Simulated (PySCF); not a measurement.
Adding and removing an electron: LiP

r²SCAN; Li def2-TZVP, P def2-TZVP; no relativity (PySCF 2.14). Neutral (UKS): triplet (π ↑↑), Re = 2.339 Å, ωe = 483 cm⁻¹, De = 1.77 eV, HOMO -3.97 eV, LUMO -2.26 eV.

LiP⁺ (UKS): quartet (σ ↑, π ↑↑), Re = 2.670 Å, ωe = 239 cm⁻¹, De = 0.35 eV to Li⁺ + P. The energies at the minima are -348.78250 hartree for LiP and -348.53222 for LiP⁺.

Problem. Work out the adiabatic ionisation energy, without and with harmonic zero-point energies (1 hartree = 27.2114 eV, 1 eV = 8065.5 cm⁻¹), and the change of the bond length.

Solution. At r²SCAN: 0.25028 hartree = 6.810 eV between the minima; the zero-point term (239.0 − 483.0)/2 cm⁻¹ = -0.015 eV makes it 6.795 eV. Re changes by +33.1 pm against the neutral. The electron leaves a σ orbital, and the ion is left as a loose complex of an ion and an atom.

Weak bonds: LiP⁺. Basis-set superposition, not corrected here, can be much of De in a small basis, most of all at correlated wavefunction levels. For an ion De counts to the pair picked by the measured ionisation energies or electron affinities, which need not be the lowest pair at this level. States were picked by a PBE0 search and need not be the measured ground states.
